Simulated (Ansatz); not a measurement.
# BH3O2: the cost of one run

Program: the Python package of Ansatz 0.2.0. Level of theory: PBE+D4/def2-SVP. These are calculated values, not measurements.

**1. Starting point**

Bond lengths: O1–B2 1.427 Å, B2–O3 1.437 Å, O1–H4 1.017 Å, B2–H5 1.196 Å, O3–H6 1.000 Å. Angles: O1–B2–O3 118.6°, O1–B2–H5 120.3°, O3–B2–H5 121.0°, B2–O1–H4 99.6°, B2–O3–H6 106.4°.

The script holds or builds the structure itself.

**2. Script**

The input, relaxed_scan_bh3o2.py:

```python
import ansatz as az
import numpy as np

GEOMETRY = """
O    -1.00250   -0.74050   -0.53670
B     0.28350   -0.16210   -0.31770
O     0.83880   -0.20340    1.00660
H    -1.58330    0.08430   -0.40540
H     0.90520    0.29190   -1.23260
H     0.60040    0.66570    1.43960
"""

system = az.Crystal.molecule()
for line in GEOMETRY.strip().splitlines():
    symbol, *xyz = line.split()
    system = system.atom(symbol, [float(v) for v in xyz])

base = system.calculation().basis(gaussian="def2-SVP").functional("PBE", dispersion="d4")
symbols = [site.symbol for site in system.cartesian_sites]
pairs = [(0, 1), (0, 3), (1, 2), (1, 4), (2, 5)]
print("held (A)   E (eV)        ", "  ".join(f"{symbols[i]}{i}-{symbols[j]}{j}" for i, j in pairs))
for length in [1.32, 1.44, 1.55, 1.72, 1.94]:
    r = base.relax(constraints=[az.DistanceConstraint((1, 2), at=length)], force_tolerance=0.02, max_steps=60).run(threads=1).report
    xyz = np.array(r["positions_ang"])
    print(f"{length:6.2f} {r['free_energy_ev']:14.5f}  ", "  ".join(f"{np.linalg.norm(xyz[i] - xyz[j]):.3f}" for i, j in pairs))
```

**3. What the engine is handed**

The package turns the script's settings into the engine's input (first run):

```yaml
crystal:
  periodic: [false, false, false]
  atoms:
    - { symbol: O, position_ang: [-1.0025, -0.7405, -0.5367] }
    - { symbol: B, position_ang: [0.2835, -0.1621, -0.3177] }
    - { symbol: O, position_ang: [0.8388, -0.2034, 1.0066] }
    - { symbol: H, position_ang: [-1.5833, 0.0843, -0.4054] }
    - { symbol: H, position_ang: [0.9052, 0.2919, -1.2326] }
    - { symbol: H, position_ang: [0.6004, 0.6657, 1.4396] }
basis:
  gaussian:
    orbitals: def2-SVP
hamiltonian:
  xc: pbe
  dispersion: d4
relax:
  f_tol: 0.02
  max_steps: 60
  constraints:
    - { distance: [1, 2], at: 1.32 }
```

**4. The run**

Run with:

```bash
$ python relaxed_scan_bh3o2.py
```

**Question.** How long does this script take on 1 thread of Arm Neoverse V2, shared host, and how much memory does it need?

About 44 s, with a peak of 0.18 GiB.
